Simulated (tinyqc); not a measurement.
Hueckel theory of the pi electrons, for the molecule c1ccsc1 (SMILES; centres numbered as the heavy atoms are written), step by step. One step of it, computed by the program tinyqc.

Task: Orbitals. Diagonalise; E = alpha + x beta with beta < 0, so the largest x are filled first; degenerate levels share their electrons. P = sum n_i c_ri c_si; each orbital has its largest coefficient positive (the first on a tie).

Hueckel matrix in units of beta (H = alpha + beta A), order 1C, 2C, 3C, 4S, 5C:
$$\begin{pmatrix}
0.000000 & 1.000000 & 0.000000 & 0.000000 & 1.000000 \\
1.000000 & 0.000000 & 1.000000 & 0.000000 & 0.000000 \\
0.000000 & 1.000000 & 0.000000 & 0.650000 & 0.000000 \\
0.000000 & 0.000000 & 0.650000 & 1.000000 & 0.650000 \\
1.000000 & 0.000000 & 0.000000 & 0.650000 & 0.000000
\end{pmatrix}$$

pi electrons, sum of z_r less the charge = 6

Give: x values; occupations; coefficients; charge and bond-order matrix P.

Result:

x values: [1.9474, 1.0000, 0.6180, -0.9474, -1.6180]

occupations: [2.0000, 2.0000, 2.0000, 0.0000, 0.0000]

coefficients, order 1C, 2C, 3C, 4S, 5C:
$$\begin{pmatrix}
0.4270 & -0.4785 & -0.3717 & -0.2978 & 0.6015 \\
0.4270 & -0.4785 & 0.3717 & -0.2978 & -0.6015 \\
0.4045 & 0.0000 & 0.6015 & 0.5800 & 0.3717 \\
0.5551 & 0.7362 & 0.0000 & -0.3872 & 0.0000 \\
0.4045 & 0.0000 & -0.6015 & 0.5800 & -0.3717
\end{pmatrix}$$

charge and bond-order matrix P, order 1C, 2C, 3C, 4S, 5C:
$$\begin{pmatrix}
1.0990 & 0.5462 & -0.1018 & -0.2306 & 0.7927 \\
0.5462 & 1.0990 & 0.7927 & -0.2306 & -0.1018 \\
-0.1018 & 0.7927 & 1.0509 & 0.4491 & -0.3963 \\
-0.2306 & -0.2306 & 0.4491 & 1.7002 & 0.4491 \\
0.7927 & -0.1018 & -0.3963 & 0.4491 & 1.0509
\end{pmatrix}$$
